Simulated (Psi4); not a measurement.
O$_{2}$S, charge +1, quartet, at a GFN2-xTB geometry of the parent state (a state made from the parent by changing its charge; the spin is typed, not shown lowest); MP2/STO-3G in Psi4.

Input for Psi4:
```
memory 2 GB

molecule {
1 4
  S     0.01164702   -0.00345740    0.31572720
  O    -0.03156227    1.26296905   -0.30120014
  O     0.00826823   -1.25605426   -0.33025426
}

set basis sto-3g
set reference uhf

energy('mp2')
print_variables()
```

**Question.** Predict the main parts of the log of this Psi4 run.

**Answer.** 
```
    SCF Algorithm Type (re)set to DF.

   => Loading Basis Set <=

    Name: STO-3G
    Role: ORBITAL
    Keyword: BASIS

         ---------------------------------------------------------
                                   SCF
               by Justin Turney, Rob Parrish, Andy Simmonett
                          and Daniel G. A. Smith
                              UHF Reference
         ---------------------------------------------------------

  ==> Geometry <==

    Molecular point group: cs
    Full point group: Cs

    Geometry (in Angstrom), charge = 1, multiplicity = 4:

       Center              X                  Y                   Z               Mass
    ------------   -----------------  -----------------  -----------------  -----------------
         S           -0.316029664938    -0.003458812537     0.000000000000    31.972071174400
         O            0.302067582231     1.263134307562     0.000000000000    15.994914619570
         O            0.329640881425    -1.256220522571     0.000000000000    15.994914619570

  Running in cs symmetry.

  Rotational constants: A =      2.64003  B =      0.33206  C =      0.29496 [cm^-1]
  Rotational constants: A =  79146.05480  B =   9954.84663  C =   8842.63598 [MHz]
  Nuclear repulsion =  109.563088747847885

  Charge       = 1
  Multiplicity = 4
  Electrons    = 31
  Nalpha       = 17
  Nbeta        = 14

  ==> Algorithm <==

  SCF Algorithm Type is DF.
  DIIS enabled.
  MOM disabled.
  Fractional occupation disabled.
  Guess Type is SAD.
  Energy threshold   = 1.00e-08
  Density threshold  = 1.00e-08
  Integral threshold = 1.00e-12

  ==> Primary Basis <==

  Basis Set: STO-3G
    Blend: STO-3G
    Number of shells: 11
    Number of basis functions: 19
    Number of Cartesian functions: 19
    Spherical Harmonics?: true
    Max angular momentum: 1

   => Loading Basis Set <=

    Name: (STO-3G AUX)
    Role: JKFIT
    Keyword: DF_BASIS_SCF

  ==> Integral Setup <==

  SCF_SUBTYPE=INCORE selected. In-core MEM_DF algorithm will be used.
  Using in-core AOs.

  ==> MemDFJK: Density-Fitted J/K Matrices <==

    J tasked:                   Yes
    K tasked:                   Yes
    wK tasked:                   No
    Algorithm:                 Core
    Schwarz Cutoff:           1E-12
    Mask sparsity (%):       1.6620
    Fitting Condition:        1E-10

   => Auxiliary Basis Set <=

  Basis Set: (STO-3G AUX)
    Blend: DEF2-UNIVERSAL-JKFIT
    Number of shells: 88
    Number of basis functions: 282
    Number of Cartesian functions: 341
    Spherical Harmonics?: true
    Max angular momentum: 4

  Minimum eigenvalue in the overlap matrix is 2.9309819388E-01.
  Reciprocal condition number of the overlap matrix is 1.6292747403E-01.
    Using symmetric orthogonalization.

  ==> Pre-Iterations <==

  SCF Guess: Superposition of Atomic Densities via on-the-fly atomic UHF (no occupation information).

   -------------------------
    Irrep   Nso     Nmo
   -------------------------
     A'        15      15
     A"         4       4
   -------------------------
    Total      19      19
   -------------------------

  ==> Iterations <==

                           Total Energy        Delta E     RMS |[F,P]|

   @DF-UHF iter SAD:  -539.95518390854977   -5.39955e+02   0.00000e+00
   @DF-UHF iter   1:  -540.16654246502355   -2.11359e-01   2.15430e-02 ADIIS/DIIS
   @DF-UHF iter   2:  -540.29110767480927   -1.24565e-01   8.49358e-03 ADIIS/DIIS
   @DF-UHF iter   3:  -540.31035035536206   -1.92427e-02   3.79139e-03 ADIIS/DIIS
   @DF-UHF iter   4:  -540.31929268675276   -8.94233e-03   1.42167e-03 ADIIS/DIIS
   @DF-UHF iter   5:  -540.32081586834977   -1.52318e-03   4.38115e-04 ADIIS/DIIS
   @DF-UHF iter   6:  -540.32096437820735   -1.48510e-04   2.49389e-04 ADIIS/DIIS
   @DF-UHF iter   7:  -540.32103618737722   -7.18092e-05   7.56973e-05 DIIS
   @DF-UHF iter   8:  -540.32104239030264   -6.20293e-06   2.05853e-05 DIIS
   @DF-UHF iter   9:  -540.32104256420337   -1.73901e-07   7.60829e-06 DIIS
   @DF-UHF iter  10:  -540.32104260312678   -3.89234e-08   2.30827e-06 DIIS
   @DF-UHF iter  11:  -540.32104260617530   -3.04851e-09   3.58714e-07 DIIS
   @DF-UHF iter  12:  -540.32104260623044   -5.51381e-11   1.43909e-07 DIIS
   @DF-UHF iter  13:  -540.32104260624146   -1.10276e-11   2.64007e-08 DIIS
   @DF-UHF iter  14:  -540.32104260624180   -3.41061e-13   9.60786e-09 DIIS
  Energy and wave function converged.

  ==> Post-Iterations <==

   @Spin Contamination Metric:   2.584714998E-02
   @S^2 Expected:                3.750000000E+00
   @S^2 Observed:                3.775847150E+00
   @S   Expected:                1.500000000E+00
   @S   Observed:                1.500000000E+00

    Orbital Energies [Eh]
    ---------------------

    Alpha Occupied:

       1Ap   -91.453674     2Ap   -20.814997     3Ap   -20.814994
       4Ap    -9.327475     1App   -6.965571     5Ap    -6.960931
       6Ap    -6.949651     7Ap    -1.922445     8Ap    -1.836522
       9Ap    -1.199786    10Ap    -1.064882     2App   -1.056992
      11Ap    -1.043806     3App   -0.932198    12Ap    -0.922730
      13Ap    -0.780996     4App   -0.651784

    Alpha Virtual:

      14Ap     0.014677    15Ap     0.258251

    Beta Occupied:

       1Ap   -91.447747     2Ap   -20.779219     3Ap   -20.779200
       4Ap    -9.318370     5Ap    -6.961242     6Ap    -6.950811
       1App   -6.930544     7Ap    -1.769594     8Ap    -1.646317
       9Ap    -1.052462     2App   -0.916192    10Ap    -0.874928
      11Ap    -0.836249     3App   -0.752907

    Beta Virtual:

      12Ap    -0.180578     4App   -0.162096    13Ap    -0.130534
      14Ap     0.149770    15Ap     0.384529

    Final Occupation by Irrep:
             Ap   App
    DOCC [    11,    3 ]
    SOCC [     2,    1 ]
    NA   [    13,    4 ]
    NB   [    11,    3 ]

  @DF-UHF Final Energy:  -540.32104260624180

   => Energetics <=

    Nuclear Repulsion Energy =            109.5630887478478854
    One-Electron Energy =                -954.0530486796640162
    Two-Electron Energy =                 304.1689173255742844
    Total Energy =                       -540.3210426062418037

  UHF NO Occupations:
  HONO-2 :    4App 1.0000000
  HONO-1 :   12 Ap 1.0000000
  HONO-0 :   13 Ap 1.0000000
  LUNO+0 :   14 Ap 0.0102375
  LUNO+1 :   15 Ap 0.0027422

Computation Completed

Properties will be evaluated at   0.000000,   0.000000,   0.000000 [a0]

Properties computed using the SCF density matrix

 Multipole Moments:

 ------------------------------------------------------------------------------------
     Multipole            Electronic (a.u.)      Nuclear  (a.u.)        Total (a.u.)
 ------------------------------------------------------------------------------------

 L = 1.  Multiply by 2.5417464519 to convert [e a0] to [Debye]
 Dipole X            :         -0.0345525           -0.0053043           -0.0398568
 Dipole Y            :         -0.0003782           -0.0000581           -0.0004362
 Dipole Z            :          0.0000000            0.0000000            0.0000000
 Magnitude           :                                                    0.0398592

 ------------------------------------------------------------------------------------

  //>>>>>>>>>>>>>>>>>>>>>>>>>>>>>>>>>>>//
  //               DFMP2               //
  //<<<<<<<<<<<<<<<<<<<<<<<<<<<<<<<<<<<//

   => Loading Basis Set <=

    Name: (STO-3G AUX)
    Role: RIFIT
    Keyword: DF_BASIS_MP2

	 --------------------------------------------------------
	                          DF-MP2
	      2nd-Order Density-Fitted Moller-Plesset Theory

	        Rob Parrish, Justin Turney, Andy Simmonett,
	           Ed Hohenstein, and C. David Sherrill
	 --------------------------------------------------------

	 --------------------------------------------------------
	                 NBF =    19, NAUX =   158
	 --------------------------------------------------------
	   CLASS    FOCC     OCC    AOCC    AVIR     VIR    FVIR
	   ALPHA       0      17      17       2       2       0
	    BETA       0      14      14       5       5       0
	 --------------------------------------------------------

	-----------------------------------------------------------
	 ==================> DF-MP2 Energies <====================
	-----------------------------------------------------------
	 Reference Energy          =    -540.3210426062418037 [Eh]
	 Singles Energy            =      -0.0000000000000000 [Eh]
	 Same-Spin Energy          =      -0.0225989706971586 [Eh]
	 Opposite-Spin Energy      =      -0.0543479080543701 [Eh]
	 Correlation Energy        =      -0.0769468787515287 [Eh]
	 Total Energy              =    -540.3979894849933316 [Eh]
	-----------------------------------------------------------
	 ================> DF-SCS-MP2 Energies <==================
	-----------------------------------------------------------
	 SCS Same-Spin Scale       =       0.3333333333333333 [-]
	 SCS Opposite-Spin Scale   =       1.2000000000000000 [-]
	 SCS Same-Spin Energy      =      -0.0075329902323862 [Eh]
	 SCS Opposite-Spin Energy  =      -0.0652174896652441 [Eh]
	 SCS Correlation Energy    =      -0.0727504798976303 [Eh]
	 SCS Total Energy          =    -540.3937930861394534 [Eh]
	-----------------------------------------------------------

  Variable Map:
  ----------------------------------------------------------------------------
  "CURRENT CORRELATION ENERGY"           =>      -0.076946878752
  "CURRENT ENERGY"                       =>    -540.397989484993
  "CURRENT REFERENCE ENERGY"             =>    -540.321042606242
  "CUSTOM SCS-MP2 CORRELATION ENERGY"    =>      -0.072750479898
  "CUSTOM SCS-MP2 TOTAL ENERGY"          =>    -540.393793086139
  "DD SOLVATION ENERGY"                  =>       0.000000000000
  "HF KINETIC ENERGY"                    =>     533.509461444389
  "HF POTENTIAL ENERGY"                  =>   -1073.830504050631
  "HF TOTAL ENERGY"                      =>    -540.321042606242
  "HF VIRIAL RATIO"                      =>       2.012767498337
  "MP2 CORRELATION ENERGY"               =>      -0.076946878752
  "MP2 DOUBLES ENERGY"                   =>      -0.076946878752
  "MP2 OPPOSITE-SPIN CORRELATION ENERGY" =>      -0.054347908054
  "MP2 SAME-SPIN CORRELATION ENERGY"     =>      -0.022598970697
  "MP2 SINGLES ENERGY"                   =>      -0.000000000000
  "MP2 TOTAL ENERGY"                     =>    -540.397989484993
  "NUCLEAR REPULSION ENERGY"             =>     109.563088747848
  "ONE-ELECTRON ENERGY"                  =>    -954.053048679664
  "PCM POLARIZATION ENERGY"              =>       0.000000000000
  "PE ENERGY"                            =>       0.000000000000
  "SCF ITERATION ENERGY"                 =>    -540.321042606242
  "SCF ITERATIONS"                       =>      14.000000000000
  "SCF TOTAL ENERGY"                     =>    -540.321042606242
  "SCS-MP2 CORRELATION ENERGY"           =>      -0.072750479898
  "SCS-MP2 TOTAL ENERGY"                 =>    -540.393793086139
  "TWO-ELECTRON ENERGY"                  =>     304.168917325574

  Array Variable Map:
  ----------------------------------------------------------------------------
  "CURRENT DIPOLE"                       =>      -0.039856789799 ... 0.000000000000 1 by 3
  "SCF DIPOLE"                           =>      -0.039856789799 ... 0.000000000000 1 by 3
  "SCF TOTAL ENERGIES"                   =>    -539.955183908550 ... -540.321042606242 1 by 15
```
